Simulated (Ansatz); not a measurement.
bcc Na: PBE at its full settings (plane-wave cutoff 520 eV, 18×18×18 k mesh, Fermi–Dirac smearing 0.05 eV, scalar-relativistic PAW data made under PBE) and at cheaper ones, in a cell of 1 atom with Γ-centred meshes.

| level and setting | equilibrium lattice constant a (Å) | bulk modulus B0 (GPa) |
|---|---|---|
| PBE (Ansatz) | 4.197 | 7.77 |
| PBE (Γ point alone) (Ansatz) | 3.741 | 25.8 |
| PBE (2×2×2 k mesh) (Ansatz) | 4.549 | 4.82 |
| PBE (4×4×4 k mesh) (Ansatz) | 4.255 | 7.09 |
| PBE (6×6×6 k mesh) (Ansatz) | 4.216 | 7.54 |
| PBE (Fermi-Dirac smearing of 0.3 eV) (Ansatz) | 4.228 | 7.21 |

Largest shifts from the full settings: lattice constant a -10.9 % (PBE (Γ point alone)), against a difference of -0.40 % of the full result from the reference 4.214 Å (measured, static lattice: zero-point anharmonic expansion removed, our sources range from 4.207 to 4.214; as tabulated in Mejia-Rodriguez and Trickey (2018), arXiv:1807.09216); bulk modulus +232 % (PBE (Γ point alone)), against a difference of -1.6 % of the full result from the reference 7.9 GPa (measured, 0 K value with the zero-point phonon effect removed, our sources range from 7.63 to 7.91; as tabulated in Mejia-Rodriguez and Trickey (2018), arXiv:1807.09216).

The full settings aren't shown to be converged themselves.

Ansatz's density-functional and Hartree–Fock values are scalar-relativistic unless marked +SOC, with PAW data made under PBE.

Run with cheap settings on purpose, which may leave them unconverged: PBE (2×2×2 k mesh), PBE (4×4×4 k mesh), PBE (6×6×6 k mesh), PBE (Fermi-Dirac smearing of 0.3 eV), PBE (Γ point alone).

Ansatz is an electronic-structure program.
